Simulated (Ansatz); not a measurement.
Input and output for C6H12 (`C/C=C\CCC`).

```yaml
crystal:
  periodic: [false, false, false]
  atoms:
    - {symbol: C, position_ang: [-2.126746, -1.047022, 0.447985]}
    - {symbol: C, position_ang: [-0.637136, -1.033528, 1.367576]}
    - {symbol: C, position_ang: [0.596536, -0.908603, 0.852679]}
    - {symbol: C, position_ang: [0.934497, -0.557286, -0.394003]}
    - {symbol: C, position_ang: [1.292197, 0.920902, -0.809514]}
    - {symbol: C, position_ang: [0.270822, 2.026814, -0.519227]}
    - {symbol: H, position_ang: [-2.428598, -2.277901, 0.537981]}
    - {symbol: H, position_ang: [-1.843156, -1.063988, -0.575710]}
    - {symbol: H, position_ang: [-2.725267, -0.469071, 0.981205]}
    - {symbol: H, position_ang: [-0.722781, -1.214037, 2.259157]}
    - {symbol: H, position_ang: [1.411796, -0.766721, 1.452649]}
    - {symbol: H, position_ang: [1.679881, -1.135847, -0.822080]}
    - {symbol: H, position_ang: [0.148760, -0.709015, -1.371581]}
    - {symbol: H, position_ang: [2.237074, 1.042234, -0.017962]}
    - {symbol: H, position_ang: [1.869487, 1.134963, -1.778032]}
    - {symbol: H, position_ang: [-0.380370, 1.825161, -1.421062]}
    - {symbol: H, position_ang: [-0.179197, 1.770793, 0.524312]}
    - {symbol: H, position_ang: [0.632360, 3.017317, -0.675998]}
basis:
  gaussian: {orbitals: cc-pVTZ-DK, final_grid: {core_spheres: 8, valence_spheres: 7, degree: 23}}
hamiltonian: {xc: {name: PBE}}
output: {forces: true}
```

```sh
$ ansatz run in.yaml --threads 2 --pin off --events-out ev --progress --plain --max-ram 22528MiB --backend cuda --devices 0, --max-vram 18GiB
```

It prints (some lines left out):

```
Functional definition: PBE
1710 factors; their error is unknown
mean field evaluation 1: about -6387.3510 eV, gradient 9.3e1 eV
mean field evaluation 2: about -6349.1760 eV, gradient 1.5e2 eV
mean field evaluation 4: about -6407.5839 eV, gradient 2.1e1 eV
mean field evaluation 8: about -6408.7078 eV, gradient 1.2e-1 eV
mean field evaluation 16: about -6408.6702 eV, gradient 7.2e-4 eV
mean field -6408.67015899 eV, -235.5142843902 hartree, gradient 2.7e-5 eV, S^2 0.000000; 0 other end points of the search recorded, 0 dependent functions left out
reference -6408.67019794 eV, -235.5142858216 hartree; 24, 24 occupied and 324, 324 virtual orbitals, 1710 factors
Total energy: -6408.67019794 eV, -235.5142858216 hartree
Relativity: scalar
Atom 0 at    -2.126746    -1.047022     0.447985 Å, force     5.912812    -7.323352     1.072348 eV/Å
Atom 1 at    -0.637136    -1.033528     1.367576 Å, force    -1.173985     1.432069   -11.040768 eV/Å
Atom 2 at     0.596536    -0.908603     0.852679 Å, force    -4.117000    -0.011079     2.998119 eV/Å
Atom 3 at     0.934497    -0.557286    -0.394003 Å, force    -2.251307     2.639401   -10.420389 eV/Å
Atom 4 at     1.292197     0.920902    -0.809514 Å, force     4.679766     1.093070     3.360358 eV/Å
Atom 5 at     0.270822     2.026814    -0.519227 Å, force    -1.041726    -3.023044    -0.305127 eV/Å
Atom 6 at    -2.428598    -2.277901     0.537981 Å, force     0.297956     3.151435     0.227231 eV/Å
Atom 7 at    -1.843156    -1.063988    -0.575710 Å, force    -0.232046     1.237999    -1.020512 eV/Å
Atom 8 at    -2.725267    -0.469071     0.981205 Å, force    -3.212449     2.860144     1.552939 eV/Å
Atom 9 at    -0.722781    -1.214037     2.259157 Å, force    -1.333828    -1.869920     9.854802 eV/Å
Atom 10 at     1.411796    -0.766721     1.452649 Å, force     2.176263    -0.245059     2.556067 eV/Å
Atom 11 at     1.679881    -1.135847    -0.822080 Å, force     2.232795    -1.293999    -0.585487 eV/Å
Atom 12 at     0.148760    -0.709015    -1.371581 Å, force     0.741847    -0.377407     2.649683 eV/Å
Atom 13 at     2.237074     1.042234    -0.017962 Å, force    -1.627407     0.424623    -1.456327 eV/Å
Atom 14 at     1.869487     1.134963    -1.778032 Å, force    -1.125587    -1.033419     0.768225 eV/Å
Atom 15 at    -0.380370     1.825161    -1.421062 Å, force    -0.693563     0.504398     1.184718 eV/Å
Atom 16 at    -0.179197     1.770793     0.524312 Å, force     0.214892     0.936032    -1.801608 eV/Å
Atom 17 at     0.632360     3.017317    -0.675998 Å, force     0.552568     0.898107     0.405728 eV/Å
Dipole moment:     0.019811     0.015293    -0.020967 e Å
```

Run time 3.7 s (2 threads of an AMD EPYC 7R13 on a shared host and a share of an NVIDIA H100 80 GB); peak host memory 0.89 GiB.
